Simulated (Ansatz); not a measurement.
Ansatz (a quantum-chemistry and plane-wave program) input (CCSD(T)/cc-pV5Z):

Ansatz 0.2 input:
```yaml
crystal:
  periodic: [false, false, false]
  atoms:
    - {symbol: N, position_ang: [0.00456047, 0.00186225, 0.14178543]}
    - {symbol: H, position_ang: [-0.02755881, 0.79955398, -0.50646319]}
    - {symbol: H, position_ang: [-0.00436445, -0.81258975, -0.48603483]}
basis:
  gaussian:
    orbitals: cc-pV5Z
magnetization: {spin_polarized: true, initial_magnetization: 1}
correlation: {method: ccsd_t, electrons: outside_noble_gas}
```

Output:

```
Functional definition: HF
integrals: 1.39 GiB planned
1270 factors; integrals over basis functions are off by at most 8.4e-4 eV
mean field: 0.62 GiB planned
mean field evaluation 1: about -1511.9520 eV, gradient 1.4e1 eV
mean field evaluation 2: about -1511.9518 eV, gradient 1.4e1 eV
mean field evaluation 4: about -1512.7159 eV, gradient 1.4e0 eV
mean field evaluation 8: about -1512.7293 eV, gradient 1.1e-3 eV
mean field evaluation 16: about -1512.7293 eV, gradient 1.9e-6 eV
mean field evaluation 32: about -1510.5335 eV, gradient 3.8e-1 eV
mean field -1512.72933833 eV, -55.5917778188 hartree, gradient 1.9e-6 eV, S^2 0.759707; 1 other end points of the search recorded, 0 dependent functions left out
determinant -1512.72933833 eV, -55.5917778188 hartree, with singles and doubles -1518.82222730 eV, -55.8156873585 hartree
determinant -1510.53569563 eV, -55.5111629366 hartree, with singles and doubles -1516.68540746 eV, -55.7371606780 hartree
1 core orbitals not correlated
reference -1512.72933833 eV, -55.5917778188 hartree; 4, 3 occupied and 196, 197 virtual orbitals, 1270 factors
second order -5.55130353 eV of doubles, -0.00000000 eV of singles
coupled cluster: 1.77 GiB planned
cycle   1  -5.90038658 eV  change   -6.7e-1 eV  update   1.6e-2
cycle   2  -5.92267978 eV  change   -2.2e-2 eV  update   3.6e-3
cycle   3  -5.92215102 eV  change    5.3e-4 eV  update   1.5e-3
cycle   4  -5.92227654 eV  change   -1.3e-4 eV  update   5.0e-4
cycle   5  -5.92252902 eV  change   -2.5e-4 eV  update   1.7e-4
cycle   6  -5.92254595 eV  change   -1.7e-5 eV  update   6.3e-5
cycle   7  -5.92257528 eV  change   -2.9e-5 eV  update   2.2e-5
cycle   8  -5.92257393 eV  change    1.3e-6 eV  update   7.6e-6
perturbative correction -0.18650088 eV, -0.0068537811 hartree
Total energy: -1518.83841314 eV, -55.8162821772 hartree
```
